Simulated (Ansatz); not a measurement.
Geometry optimisation, RKS PBE/def2-SVP (Ansatz 0.2.0).

The input (input.yaml):

```yaml
crystal:
  periodic: [false, false, false]
  atoms:
    - { symbol: Si, position_ang: [-0.660805, 0.546748, 1.256046] }
    - { symbol: C, position_ang: [0.387994, -1.007335, 1.433169] }
    - { symbol: H, position_ang: [-1.864103, 0.328696, 0.380895] }
    - { symbol: H, position_ang: [-1.174697, 0.97857, 2.610381] }
    - { symbol: H, position_ang: [0.120888, 1.705115, 0.694036] }
    - { symbol: H, position_ang: [0.370935, -0.375494, -0.860351] }
    - { symbol: Si, position_ang: [0.266399, 0.294732, -2.143075] }
    - { symbol: H, position_ang: [-0.008109, -1.842552, 0.82008] }
    - { symbol: H, position_ang: [1.439127, -0.830864, 1.125543] }
    - { symbol: H, position_ang: [0.406723, -1.352975, 2.489774] }
    - { symbol: H, position_ang: [0.577025, -0.693229, -3.240199] }
    - { symbol: H, position_ang: [1.259541, 1.420798, -2.217434] }
    - { symbol: H, position_ang: [-1.120918, 0.827791, -2.348966] }
basis:
  gaussian: { orbitals: def2-SVP }
hamiltonian:
  xc: pbe
relax:
  f_tol: 0.03
  max_steps: 50
```

Command:

```bash
$ ansatz run input.yaml --threads 2 --pin off --max-ram 3072MiB --backend cpu --events-out ev --progress --plain --runs-dir out
```

**Question.** Where does it end, and by what steps?

**Answer.** The forces met the threshold. The force dipped under the threshold on the way, but the program's further checks kept it going. After 14 steps the energy has fallen by 0.261 eV; H9 moved furthest, 1.15 Å.

| step | energy less start (eV) | largest force component (eV/Å) | accepted |
| --- | --- | --- | --- |
| 0 | 0.0000 | 1.156 | yes |
| 1 | -0.1289 | 0.261 | yes |
| 2 | -0.1732 | 0.048 | yes |
| 3 | -0.1901 | 0.125 | yes |
| 4 | -0.1946 | 0.470 | yes |
| 5 | -0.2064 | 0.328 | yes |
| 6 | -0.2419 | 0.079 | yes |
| 7 | -0.2390 | 0.539 | no |
| 8 | -0.2517 | 0.060 | yes |
| 9 | -0.2557 | 0.152 | yes |
| 10 | -0.2591 | 0.009 | yes |
| 11 | -0.2601 | 0.025 | yes |
| 12 | -0.2605 | 0.035 | yes |
| 13 | -0.2609 | 0.032 | yes |
| 14 | -0.2612 | 0.021 | yes |

```xyz
13
Properties=species:S:1:pos:R:3
Si -0.681 0.525 1.504
C 0.363 -1.009 1.875
H -2.037 0.138 0.972
H -0.883 1.351 2.747
H -0.007 1.396 0.475
H 0.471 -0.852 -1.755
Si 0.301 0.320 -2.684
H 0.516 -1.611 0.956
H 1.358 -0.722 2.269
H -0.134 -1.651 2.630
H 0.525 -0.139 -4.099
H 1.302 1.386 -2.339
H -1.092 0.866 -2.551
```

Whether the end is a true minimum wasn't checked by a vibrational analysis.

Time of the run: 22 s on 2 threads of Arm Neoverse V2 (shared host), peak memory 0.12 GiB.
